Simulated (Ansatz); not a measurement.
Results of PBE-D4 in Ansatz (plane waves, PAW) for 1T (CdI2-type) CdI₂.

Run with plane-wave cutoff 520 eV, 12×12×6 k mesh (along the axes of the cell as run), scalar-relativistic PAW data made under PBE.

Computed at the level's own relaxed cell.

```
CdI2
1.0
    4.24103     0.00000     0.00000
   -2.12051     3.67284     0.00000
    0.00000     0.00000     6.81466
Cd I
1 2
Cartesian
  0.00000   0.00000   0.00000
  0.00000   2.44856   1.72899
  2.12051   1.22428   5.08566
```

Give the elastic tensor (Voigt notation, GPa, ions relaxed, in the Cartesian axes of the cell as printed).


```
   42.7    16.0     9.1    -1.3     0.0     0.0
   16.0    42.7     9.1     1.3     0.0     0.0
    9.1     9.1    22.4     0.0     0.0     0.0
   -1.3     1.3     0.0     5.8     0.0     0.0
    0.0     0.0     0.0     0.0     5.8    -1.3
    0.0     0.0     0.0     0.0    -1.3    13.4
```

Note: the dispersion coefficients are held fixed in the derivatives.

Ansatz is an electronic-structure program.
